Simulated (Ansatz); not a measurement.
InAs (zinc blende): values from a third-order Birch-Murnaghan fit to a volume scan beside measured ones. Computed values: PBE (plane waves to 420 eV, PAW, scalar-relativistic; Ansatz, a quantum-chemistry and plane-wave program). At this level the bands of InAs touch or barely overlap; measurements give the solid a gap. InAs was relaxed with its symmetry unable to fall.

```tsv
quantity	reference	kind
Lattice constant a (Å)	6.047	measured, corrected to the static lattice
Bulk modulus B₀ (GPa)	58.6	measured, corrected to the static lattice
```

References as given in: Daniel Mejia-Rodriguez, S. B. Trickey, Physical Review B (2018), arXiv:1807.09216.

Task: Estimate the PBE values and the sign and size of each difference.

Result: 
```tsv
quantity	PBE	difference
Lattice constant a (Å)	6.187	+2.3 %
Bulk modulus B₀ (GPa)	48.3	-17.6 %
```

PBE overestimates the lattice constant a by 2.3 %. PBE underestimates the bulk modulus B₀ by 17.6 %.

(A scan under strain: stresses follow from slopes of the energy per volume, elastic moduli from its curvatures.)
